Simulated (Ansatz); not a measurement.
Results of r²SCAN+SOC (Ansatz, an electronic-structure program, PAW) for fcc Pb.

Run with plane-wave cutoff 560 eV, 20×20×20 k mesh, Fermi–Dirac smearing 0.05 eV, PAW data made under PBE.

Cell (relaxed at this level):

```yaml
crystal:
  lattice:
    - [0.00000, 2.50090, 2.50090]
    - [2.50090, 0.00000, 2.50090]
    - [2.50090, 2.50090, 0.00000]
  atoms:
    - { symbol: Pb, position: [0.00000, 0.00000, 0.00000] }
```

Problem. Estimate the bulk modulus B0 and pressure derivative B′ of the bulk modulus that the calculation returns.

Solution. 
- bulk modulus B0: 41.6 GPa
- pressure derivative B′ of the bulk modulus: 4.8

The run finds no gap.

Measured, for comparison: bulk modulus 47 GPa (corrected for temperature and zero-point phonon effects; as tabulated in Levämäki et al. (2014), arXiv:1402.3671). Computed (rounded) less measured: bulk modulus -11 %.

Static lattice: no zero-point or thermal effects.

It cost about 13 core-minutes (a rough figure) of CPU time.
